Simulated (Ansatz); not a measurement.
fcc Sr, treated with HSE06 in Ansatz (PAW).

Run with plane-wave cutoff 460 eV, 10×10×10 k mesh, Fermi–Dirac smearing 0.05 eV, scalar-relativistic PAW data made under PBE.

Computed at the level's own relaxed cell.

Problem. What does this level give for the volume per atom, bulk modulus B0, lattice constant a and pressure derivative B′ of the bulk modulus?

Solution. 
- volume per atom: 57.28 Å³/atom
- bulk modulus B0: 11.5 GPa
- lattice constant a: 6.119 Å
- pressure derivative B′ of the bulk modulus: 2.7

Measured, for comparison: equilibrium volume per atom 55.22 Å³/atom, lattice constant a 6.045 Å (low-temperature or extrapolated to 0 K; zero-point anharmonic expansion removed; as tabulated in Csonka et al. (2009), arXiv:0903.4037); bulk modulus 12.5 GPa (corrected for temperature and zero-point phonon effects, our sources range from 12.0 to 12.5; as tabulated in Levämäki et al. (2014), arXiv:1402.3671). Computed (rounded) less measured: equilibrium volume per atom +3.7 %, bulk modulus -8 % (-4 % to -8 % over the range), lattice constant a +1.2 %.

Ansatz is a program for electronic structure.
